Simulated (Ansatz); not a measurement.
C$_{2}$H$_{3}$NO$_{2}$ (`N=C1OCO1`), one more setting.

```yaml
crystal:
  periodic: [false, false, false]
  atoms:
    - {symbol: N, position_ang: [-0.533012, 1.886466, -0.190041]}
    - {symbol: C, position_ang: [-0.179893, 0.702632, -0.110879]}
    - {symbol: O, position_ang: [0.413152, -0.083728, -1.052353]}
    - {symbol: C, position_ang: [0.399473, -1.124735, -0.083543]}
    - {symbol: O, position_ang: [-0.220637, -0.262611, 0.865220]}
    - {symbol: H, position_ang: [-0.951540, 2.223668, 0.669155]}
    - {symbol: H, position_ang: [1.401856, -1.435076, 0.218856]}
    - {symbol: H, position_ang: [-0.237298, -1.963615, -0.372216]}
basis:
  gaussian: {orbitals: STO-3G}
hamiltonian: {xc: {name: B3LYP5}, pseudopotentials: {relativity: none}}
output: {forces: true}
```

```sh
$ ansatz run in.yaml --threads 2 --pin off --events-out ev --progress --plain --max-ram 4352MiB
```

It prints (some lines left out):

```
Functional definition: B3LYP5
404 factors; integrals over basis functions are off by at most 3.6e-5 eV
mean field evaluation 1: about -7594.0301 eV, gradient 3.8e1 eV
mean field evaluation 2: about -7582.5269 eV, gradient 7.9e1 eV
mean field evaluation 4: about -7598.3698 eV, gradient 3.6e0 eV
mean field evaluation 8: about -7598.3841 eV, gradient 1.6e-1 eV
mean field -7598.38421856 eV, -279.2354696623 hartree, gradient 2.4e-5 eV, S^2 0.000000; 0 other end points of the search recorded, 0 dependent functions left out
reference -7598.38436746 eV, -279.2354751344 hartree; 19, 19 occupied and 9, 9 virtual orbitals, 404 factors
Total energy: -7598.38436746 eV, -279.2354751344 hartree
Atom 0 at    -0.533012     1.886466    -0.190041 Å, force    -0.367603     4.001925    -2.558883 eV/Å
Atom 1 at    -0.179893     0.702632    -0.110879 Å, force    -0.484946     0.696693     0.722139 eV/Å
Atom 2 at     0.413152    -0.083728    -1.052353 Å, force     1.838892    -0.022122    -5.080006 eV/Å
Atom 3 at     0.399473    -1.124735    -0.083543 Å, force     0.809784    -2.661374     0.133881 eV/Å
Atom 4 at    -0.220637    -0.262611     0.865220 Å, force    -1.407160    -1.004978     4.800818 eV/Å
Atom 5 at    -0.951540     2.223668     0.669155 Å, force    -0.947854     0.710495     1.993286 eV/Å
Atom 6 at     1.401856    -1.435076     0.218856 Å, force     0.954626    -0.642601     0.237851 eV/Å
Atom 7 at    -0.237298    -1.963615    -0.372216 Å, force    -0.395739    -1.078039    -0.249086 eV/Å
Dipole moment:     0.047656    -0.468763     0.286992 e Å
```

It took 0.4 s on 2 threads of an INTEL XEON PLATINUM 8581C on a shared host, with 0.1 GiB of host memory at the peak.
